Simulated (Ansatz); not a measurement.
A made-up structure of CH3SSi (charge -1), closed shell:

```csv
atom,x (Å),y (Å),z (Å)
C1,-0.2213,-0.1283,-0.5975
Si2,-0.4598,0.5361,1.1907
S3,0.2422,-1.4877,0.5258
H4,-1.1041,-0.3546,-1.1943
H5,0.3510,-2.5713,1.3405
H6,0.9346,1.2071,1.2827
```

It is relaxed with PBE-D4/def2-SVPD and then PBE0-D4/def2-TZVPD (Ansatz 0.2.0). Atoms count as bonded within 1.22 times the sum of their covalent radii (H–H: 0.88 Å). The end point is not checked to be a true minimum.

Task: Does its bonding change? (Judge from chemistry; the calculation decides.)

Result: The calculation gives: Yes. Formed: none; broken: Si2–S3.

Where it ends: The first stage lowers the energy by 3.00 eV in 35 steps. It ends as CH₃SSi ([SiH][CH][SH]), total charge -1:
```json
{"atom": "C1", "x (Å)": "-0.3975", "y (Å)": "-0.3657", "z (Å)": "0.0132"}
{"atom": "Si2", "x (Å)": "-0.4647", "y (Å)": "1.2755", "z (Å)": "0.6609"}
{"atom": "S3", "x (Å)": "0.8482", "y (Å)": "-1.6001", "z (Å)": "0.2621"}
{"atom": "H4", "x (Å)": "-1.1119", "y (Å)": "-0.6602", "z (Å)": "-0.7585"}
{"atom": "H5", "x (Å)": "0.1255", "y (Å)": "-2.6396", "z (Å)": "0.7462"}
{"atom": "H6", "x (Å)": "0.7431", "y (Å)": "1.1914", "z (Å)": "1.6240"}
```

Labels in which every atom is bracketed show which atoms are joined, not bond orders.

For scale, one of the runs: PBE0-D4/def2-TZVPD relaxation, 153 basis functions, launched by `ansatz run in.yaml --threads 2 --pin off --events-out ev --progress --plain --max-ram 4352MiB`. Hardware: 2 CPU threads of an Intel Xeon Platinum 8259CL, shared host. Wall time about 31 s.
